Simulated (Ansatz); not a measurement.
# C3H6FN: basis-set convergence

An exercise on one series of results from a longer session: the logs are not shown, and one member is left open.

Computed with Ansatz 0.2.0, Gaussian basis. Level: one geometry, several basis sets.

Plan: PBE0-D4/def2-SVP; ωB97M-V/def2-SVP; PBE0-D4/def2-QZVPP; ωB97M-V/def2-QZVPP; the functionals' def2-TZVPP values are taken from earlier runs.

## Structure used throughout

All runs share one geometry, relaxed beforehand with PBE0-D4 in a triple-zeta def2 set.

SMILES `C=NC(C)F`, 11 atoms, charge 0, spin multiplicity 1.

Atoms are counted from 1 here; the program's logs count them from 0.

Bond lengths: C1–N2 1.259 Å, C1–H6 1.089 Å, C1–H7 1.092 Å, N2–C3 1.421 Å, C3–C4 1.509 Å, C3–F5 1.396 Å, C3–H8 1.096 Å, C4–H9 1.092 Å, C4–H10 1.090 Å, C4–H11 1.090 Å. Angles: N2–C1–H6 118.4°, N2–C1–H7 123.6°, H6–C1–H7 118.1°, C1–N2–C3 120.2°, N2–C3–C4 110.8°, N2–C3–F5 113.4°, N2–C3–H8 107.3°, C4–C3–F5 108.3°, C4–C3–H8 111.1°, F5–C3–H8 105.9°, C3–C4–H9 109.7°, C3–C4–H10 110.0°, C3–C4–H11 109.8°, H9–C4–H10 109.2°, H9–C4–H11 108.8°, H10–C4–H11 109.4°.

Set-up of the first run:

The input, in.yaml:

```yaml
crystal:
  periodic: [false, false, false]
  atoms:
    - {symbol: C, position_ang: [-1.392334, 1.300575, 0.198923]}
    - {symbol: N, position_ang: [-0.908213, 0.349564, -0.469124]}
    - {symbol: C, position_ang: [0.482906, 0.068471, -0.408619]}
    - {symbol: C, position_ang: [0.723925, -1.334625, 0.090968]}
    - {symbol: F, position_ang: [1.192560, 0.951504, 0.406881]}
    - {symbol: H, position_ang: [-2.463571, 1.485404, 0.135355]}
    - {symbol: H, position_ang: [-0.795413, 1.953888, 0.839053]}
    - {symbol: H, position_ang: [0.886553, 0.203386, -1.418602]}
    - {symbol: H, position_ang: [0.328893, -1.437169, 1.103383]}
    - {symbol: H, position_ang: [1.792882, -1.548440, 0.099578]}
    - {symbol: H, position_ang: [0.217211, -2.049658, -0.557197]}
basis:
  gaussian: {orbitals: def2-SVP}
hamiltonian: {xc: pbe0, dispersion: d4}
output: {orbitals: {seedname: orbitals}}
```

Run with:

```
$ ansatz run in.yaml --threads 4 --pin off --events-out ev --progress --plain --max-ram 10444MiB
```

Steps of the session up to this table: PBE0-D4 in def2-SVP; ωB97M-V in def2-SVP; PBE0-D4 in def2-QZVPP; ωB97M-V in def2-QZVPP.

One table of the session follows, with a row left open; its other results are not shown here.

It belongs to the step «Density functionals: the series». 

```
functional       basis  HOMO (eV)  LUMO (eV)
   PBE0-D4    def2-SVP      -7.67      -0.29
   PBE0-D4  def2-TZVPP      -7.85      -0.53
   PBE0-D4  def2-QZVPP      -7.88      -0.61
   ωB97M-V    def2-SVP          ?          ?
   ωB97M-V  def2-TZVPP     -10.26       1.67
   ωB97M-V  def2-QZVPP     -10.29       1.46
```

**Question.** Estimate the row for ωB97M-V, def2-SVP.

**Answer.** HOMO (eV): -10.06; LUMO (eV): 2.04. In the column «HOMO (eV)» it lies between ωB97M-V, def2-TZVPP (-10.26) and PBE0-D4, def2-QZVPP (-7.88).
